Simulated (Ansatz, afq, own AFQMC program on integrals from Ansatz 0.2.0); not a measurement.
**HBrF, doublet: AFQMC among the cluster methods**

```xyz
3

Br    0.0000    0.0000   -1.4007
H     0.0000    0.0000    0.1873
F     0.0000    0.0000    1.2133
```

Connectivity, by distances: Br ··· F, 1 bridging H.

Basis cc-pVTZ. Only valence electrons are correlated. Ansatz 0.2.0 and our own AFQMC program on the same integrals; the CISD trial comes from CCSD amplitudes, and released means the phaseless constraint is let go. ± is one standard error of the sampling. No spin–orbit coupling.

Determinant: UHF, the one that the program's search chose, which needn't be the lowest solution. The geometry is a point of a scan.

No full CI on the walks' own integrals is used here; CCSDT(Q) serves as the reference and is uncertain by about the last step of the cluster series.

Cautions: no relativity below Rb; no spin-orbit coupling; inner d shell frozen.

- T1 diagnostic: 0.0127
- weight of the determinant in the CISD state: 0.888
- ⟨S²⟩ of the determinant: 0.759
- size of the correlated space: 15 electrons in 72 orbitals

```tsv
level	correlation energy (eV)
MP2	-11.4580
CCSD	-11.9596
CCSD(T)	-12.3123
```

Problem. Estimate where phaseless AFQMC with the Hartree–Fock trial lies against CCSD(T) on the same integrals.

Solution. 3.51 ± 1.11 mEh below CCSD(T).

Reference: CCSDT(Q), correlation energy -12.343 eV. The released energy is read at 0.99 1/Eh, later times being too noisy (meV from the phaseless value at times in 1/Eh: -15 ± 5 at 0.24, -5 ± 8 at 0.51, -9 ± 8 at 0.99, -25 ± 13 at 1.50).

```json
{"level": "CCSD(T)", "E − E(reference) (mEh)": "1.11", "share of correlation (%)": "99.75"}
{"level": "CCSDT", "E − E(reference) (mEh)": "0.49", "share of correlation (%)": "99.89"}
{"level": "ph-AFQMC/HF", "E − E(reference) (mEh)": "-2.39 ± 1.11", "share of correlation (%)": "100.53"}
{"level": "ph-AFQMC/CISD", "E − E(reference) (mEh)": "0.64 ± 0.20", "share of correlation (%)": "99.86"}
{"level": "released AFQMC", "E − E(reference) (mEh)": "0.30 ± 0.30", "share of correlation (%)": "99.93"}
```

A walk keeps the symmetry of its determinant, which the program's search chose and which needn't be the lowest solution, so a lower state of the same spin and another symmetry isn't excluded. Released energies are given only where the last usable release times agree within the noise; a slower fall can still hide under it.
